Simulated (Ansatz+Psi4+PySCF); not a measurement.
Two shapes of doublet N₂H.

Shape 1:

```xyz
3

N     0.0846   -0.6429    0.0000
N     0.0846    0.4799    0.0000
H    -1.1839    1.1414    0.0000
```

Shape 2:

```xyz
3

N     0.0809   -0.6341    0.0028
N     0.0768    0.4740    0.0022
H    -1.1749    1.1457    0.0006
```

Basis set: cc-pVTZ (spherical functions). Correlated methods keep 2 orbitals frozen. Correlation on ROHF uses semicanonical orbitals with singles. Charge 0, multiplicity 2.

Computed with Ansatz (development build ahead of 0.2.0) and Psi4 1.11; each method stands on the lowest determinant of its kind that the runs found.

(1) Which shape is lower in energy, and by how much in each method?

Results:

(1)

| method | E(2) − E(1) (eV) |
| --- | --- |
| ROHF | -0.067 |
| ROHF-MP2 | 0.038 |
| ROHF-CCSD | 0.008 |
| UHF-CCSD | 0.011 |
| ROHF-CCSD(T) | 0.023 |

The methods disagree on the order. Caution for UHF-CCSD: large amplitudes, a single reference is doubtful; the unrestricted determinant is spin contaminated.
